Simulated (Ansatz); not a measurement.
**BSiH₂+ (quintet): wave-function methods side by side, def2-QZVPP**

An exercise on one series of results from a longer session: the logs are not shown, and one member is left open.

Computed with Ansatz 0.2.0, Gaussian basis. Level: def2-QZVPP, core rule «outside noble gas», up to 6 orbitals frozen.

To be run: UHF; ROHF; CCSD(T) on UHF.

**The geometry**

The geometry is a PBE0/def2-TZVP stationary point (not a proven minimum) of the parent state, kept for this charge and spin.

4 atoms, charge 1, spin multiplicity 5.

Atoms are counted from 1 here; the program's logs count them from 0.

Bond lengths: Si1–B2 1.915 Å, Si1–H3 1.512 Å, B2–H4 1.193 Å. Angles: B2–Si1–H3 126.7°, Si1–B2–H4 134.2°.

The first run:

Contents of in.yaml:

```yaml
crystal:
  periodic: [false, false, false]
  atoms:
    - {symbol: Si, position_ang: [0.000000, -0.047060, 0.551810]}
    - {symbol: B, position_ang: [0.000000, -0.060513, -1.363344]}
    - {symbol: H, position_ang: [0.000000, 1.171072, 1.447364]}
    - {symbol: H, position_ang: [0.000000, 0.789266, -2.200146]}
basis:
  gaussian: {orbitals: "def2-QZVPP.json"}
total_charge: 1
magnetization: {spin_polarized: true, initial_magnetization: 4}
hamiltonian: {xc: hf}
output: {orbitals: {seedname: orbitals}}
```

Launch:

```
$ ansatz run in.yaml --threads 1 --pin off --events-out ev --progress --plain --max-ram 2560MiB --backend cpu
```

Among the steps run: UHF; ROHF; CCSD(T) on UHF.

One of the session's tables, all rows but one given; the rest of the session is left out.

```
  method  from UCCSD(T) (kcal/mol)
    ROHF                   +111.86
     UHF                   +108.95
    UMP2                         ?
   UCCSD                     +5.06
UCCSD(T)                         0
```

Q: Estimate the row for UMP2 from the others.

As computed: from UCCSD(T) (kcal/mol): +25.76. In the column «from UCCSD(T) (kcal/mol)» it lies between UCCSD (+5.06) and UHF (+108.95).
